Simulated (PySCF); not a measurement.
Species: aluminum trihydride, AlH₃.
Atom-mapped SMILES: `[AlH3:1]` (hydrogens: H2, H3, H4 on Al1)

Cartesian coordinates in Å at the PBE0-D3(BJ)/def2-TZVP level; atoms count from 1:
```xyz
4
AlH3 angstrom
Al     0.0513   -0.0548    0.0364
H     -1.2889   -0.9011   -0.0059
H      0.0630    1.4382   -0.4979
H      1.3779   -0.6962    0.6218
```

Computed with PySCF at wB97X-D/pcSseg-2, non-relativistic, on one gas-phase PBE0-D3(BJ)/def2-TZVP geometry that isn't relaxed in the solvent. The solvent is an IEF-PCM continuum (van der Waals radii × 1.2). Only the electrostatic response of the medium enters.

Gas phase at wB97X-D/pcSseg-2: HOMO -10.51 eV, LUMO -0.15 eV, dipole 0.02 D.

Problem. What does the continuum do to the energy, the frontier levels and the dipole at wB97X-D/pcSseg-2 in chloroform?

Solution. 
```
   solvent      ε  E(solvent) − E(gas) (kJ/mol)  polarisation term (kJ/mol)  distortion of the solute (kJ/mol)  HOMO (eV)  LUMO (eV)  dipole (D)
chloroform  4.711                        -13.33                      -14.36                               1.03     -10.43       0.27        0.02
```

The first energy column is the sum of the next two and covers electrostatics alone. Charge and dipole vanish, so a point-dipole model would give no lowering at all.

wB97X-D is run here without its empirical dispersion term; that term would change no orbital, density or response property at a fixed geometry.
